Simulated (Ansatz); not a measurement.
What does this script print? It uses Ansatz 0.2.0 through its Python package.

The script, `cas.py`:
```python
"""Static correlation in CH3AlS: natural occupations of an active space."""

import ansatz as az

ch3als = (
    az.Crystal.molecule()
    .atom("Al", (-0.5625, -0.0031, -0.6959))
    .atom("C", (0.7375, -0.0223, 0.7181))
    .atom("S", (0.3578, -0.5125, 2.0035))
    .atom("H", (-2.0252, -0.449, -0.4219))
    .atom("H", (-0.2172, 0.5861, -2.1718))
    .atom("H", (1.7517, 0.3368, 0.5217))
)

calc = (
    ch3als.calculation()
    .basis(gaussian="cc-pVDZ")
    .correlation(active_electrons=2, active_orbitals=2)
)
for method in ["sc_nevpt2"]:
    report = (calc if method is None else calc.correlation(method)).run().report
    space = report["configurations"]
    state = space["states"][0]
    print(method or "casscf", f"total {report['free_energy_ev'] / 27.211386246:.6f} Ha, active-space state {state['energy']['hartree']:.6f} Ha, mean field {report['reference_energy_ev'] / 27.211386246:.6f} Ha")
    print("  determinants", state["n_determinants"], " natural occupations", [round(n, 3) for n in space["natural_occupations"]])
```

Output of `python cas.py`:
```text
sc_nevpt2 total -679.288007 Ha, active-space state -678.988200 Ha, mean field -678.967959 Ha
  determinants 4  natural occupations [1.938, 0.062]
```

What to keep in mind:
- These settings explore the input space; basis and method may be short of convergence.
- The geometry is a force-field or estimated start, not a minimum of this method, and the basis set is short of its limit. The active space starts as a window about the frontier orbitals and is then optimised, not chosen by chemistry.
- Timing: 2.8 s on 1 thread of Arm Neoverse V2 (shared host), peak memory 0.17 GiB.
